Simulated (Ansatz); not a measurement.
A calculation with Ansatz (development build ahead of 0.2.0).

```yaml
crystal:
  periodic: [false, false, false]
  atoms:
    - { symbol: C, position_ang: [-0.31975, 0.71442, -1.50282] }
    - { symbol: F, position_ang: [0.30088, -0.69475, 1.32827] }
    - { symbol: H, position_ang: [-0.36599, -0.08058, -2.28439] }
    - { symbol: H, position_ang: [-1.3138, 1.05334, -1.1578] }
    - { symbol: H, position_ang: [0.6136, 1.33912, -1.41366] }
basis:
  gaussian: { orbitals: def2-SVP }
total_charge: 1
magnetization:
  spin_polarized: true
  initial_magnetization: 1
hamiltonian:
  xc: hf
correlation:
  method: mp2
  frozen_orbitals: { C: 1, F: 1, H: 0 }
output:
  forces: true
```

The input is written out in the form of the current development build from the run's settings.

Output:

* Converged: yes
* Reference energy: -138.48119 hartree
* Correlation energy: -0.24745 hartree
* Total energy: -138.72864 hartree
* Spin squared of the determinant: 0.753
* Stability test: minimum

Forces (eV/Å):
| atom | Fx | Fy | Fz |
| --- | --- | --- | --- |
| C1 | -0.165 | 1.033 | -2.097 |
| F2 | -0.036 | 0.078 | -0.166 |
| H3 | 0.419 | -0.095 | 0.897 |
| H4 | 0.478 | -0.176 | 0.756 |
| H5 | -0.696 | -0.839 | 0.611 |

Caution: MP2 on this radical cation hangs on the determinant chosen.
